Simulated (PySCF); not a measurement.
# Basis-set dependence of population analyses: `CCCCCl`

C₄H₉Cl.
Bonds: C1–C2, C2–C3, C3–C4, C4–Cl5. Hydrogens: H6, H7, H8 on C1; H9, H10 on C2; H11, H12 on C3; H13, H14 on C4.

PBE0 throughout (PySCF), one geometry, spherical d and f functions. Isolated species at its PBE0-D3(BJ)/def2-SVP geometry (one conformer only). Atoms taken as equivalent share a column and are averaged. The first 7 of 9 kinds of atom are listed.

Mulliken charges (e):

| basis | functions | C1 | C2 | C3 | C4 | Cl5 | H6/H7/H8 | H9/H10 |
| --- | --- | --- | --- | --- | --- | --- | --- | --- |
| STO-3G | 38 | -0.231 | -0.138 | -0.139 | -0.115 | -0.161 | +0.079 | +0.076 |
| 6-31G | 67 | -0.490 | -0.319 | -0.290 | -0.544 | +0.003 | +0.168 | +0.165 |
| 6-31G* | 92 | -0.524 | -0.326 | -0.313 | -0.444 | -0.070 | +0.177 | +0.169 |
| def2-SVP | 119 | -0.066 | -0.126 | -0.068 | -0.030 | -0.179 | +0.044 | +0.040 |
| 6-311+G(2d,p) | 197 | -0.642 | -0.203 | +0.030 | -0.613 | +0.086 | +0.148 | +0.132 |
| def2-TZVP | 215 | -0.361 | -0.199 | -0.210 | -0.118 | -0.165 | +0.122 | +0.101 |

IAO charges (e):

```tsv
basis	functions	C1	C2	C3	C4	Cl5	H6/H7/H8	H9/H10
STO-3G	38	-0.391	-0.253	-0.258	-0.257	-0.081	+0.134	+0.130
6-31G	67	-0.428	-0.254	-0.262	-0.252	-0.125	+0.144	+0.134
6-31G*	92	-0.407	-0.242	-0.251	-0.231	-0.122	+0.138	+0.127
def2-SVP	119	-0.396	-0.236	-0.244	-0.220	-0.115	+0.133	+0.124
6-311+G(2d,p)	197	-0.420	-0.249	-0.257	-0.233	-0.124	+0.141	+0.131
def2-TZVP	215	-0.420	-0.249	-0.257	-0.233	-0.121	+0.141	+0.131
```

Which scheme is steadiest as the basis changes?

Largest range over the bases for any column: IAO 0.04 e, Mulliken 0.58 e. IAO charges move least and Mulliken charges most, counted in e. Without the minimal STO-3G basis the ranges are IAO 0.03, Mulliken 0.58 e.

How much do the charges still move between the two largest bases, 6-311+G(2d,p) and def2-TZVP?

At most, over all atoms: Mulliken 0.495 e, IAO 0.004 e.

What do the same runs give for the total energy, the frontier levels and the dipole moment?

```json
{"basis": "STO-3G", "energy (Eh)": "-610.8607", "HOMO (eV)": "-6.46", "LUMO (eV)": "4.57", "μ (D)": "2.43"}
{"basis": "6-31G", "energy (Eh)": "-617.6300", "HOMO (eV)": "-8.23", "LUMO (eV)": "1.30", "μ (D)": "2.58"}
{"basis": "6-31G*", "energy (Eh)": "-617.6823", "HOMO (eV)": "-8.19", "LUMO (eV)": "1.23", "μ (D)": "2.36"}
{"basis": "def2-SVP", "energy (Eh)": "-617.4456", "HOMO (eV)": "-8.07", "LUMO (eV)": "1.32", "μ (D)": "2.09"}
{"basis": "6-311+G(2d,p)", "energy (Eh)": "-617.7612", "HOMO (eV)": "-8.32", "LUMO (eV)": "0.24", "μ (D)": "2.30"}
{"basis": "def2-TZVP", "energy (Eh)": "-617.7731", "HOMO (eV)": "-8.27", "LUMO (eV)": "0.79", "μ (D)": "2.22"}
```

The dipole is fixed by the density alone, so its range of 0.49 D shows that the density itself changes with the basis, not only its division among atoms.
